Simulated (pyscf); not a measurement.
Thermochemistry of product channels of HO⁻ (SMILES [OH-]) + H₂C=O (SMILES C=O) on the singlet surface, in kcal/mol, from CCSD(T)/def2-TZVPPD + ΔMP2(QZVPPD) energies (ideal gas, 1 atm, RRHO with modes under 100 cm⁻¹ raised to 100, one conformer, R ln 2 for rigid chiral ones). Single points on ωB97X-D3(BJ)/def2-SVPD structures (PySCF, gas phase). MP2 and CC: frozen core, UHF for open shells. ΔMP2 is the change of the MP2 total energy from the triple- to the quadruple-zeta basis.

| products | ΔE | ΔH(298 K) | ΔG(298 K) | ΔG(1200 K) |
|---|---|---|---|---|
| O⁻–CH₂–OH (SMILES [O-]CO) | ___ | -32.7 | -23.3 | +5.3 |
| H₂O (SMILES O) + HC⁻=O (SMILES [CH-]=O) | +6.8 | +5.2 | +3.9 | -0.5 |

Fill in the missing entries.


- O⁻–CH₂–OH (SMILES [O-]CO), ΔE: -35.4

The channel to O⁻–CH₂–OH turns unfavourable between 298 and 1200 K (ΔG from -23.3 kcal/mol to +5.3 kcal/mol).

These are energies of the channels, which say nothing of barriers. The CCSD(T) − MP2 part came from Ansatz, without density fitting, on the same reference.
